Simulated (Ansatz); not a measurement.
System: bcc Mo. Method: r²SCAN in Ansatz (PAW).

Run with plane-wave cutoff 600 eV, 20×20×20 k mesh, Fermi–Dirac smearing 0.1 eV, finite displacements, no spin polarisation, scalar-relativistic PAW data made under PBE.

The cell has the measured lattice parameters. Conventional cell: a = 3.1471 Å, b = 3.1471 Å, c = 3.1471 Å, α = 90.00°, β = 90.00°, γ = 90.00°.

Harmonic phonon frequencies (cm⁻¹; i marks an imaginary mode):

```json
[
 {"q point": "H", "frequencies": "172 172 172"},
 {"q point": "N", "frequencies": "155 203 269"}
]
```

No imaginary mode appears at these points.

Note: the cell isn't this level's own, so it is under some stress, which shifts stiffness and frequencies.

Ansatz is a program for electronic structure.
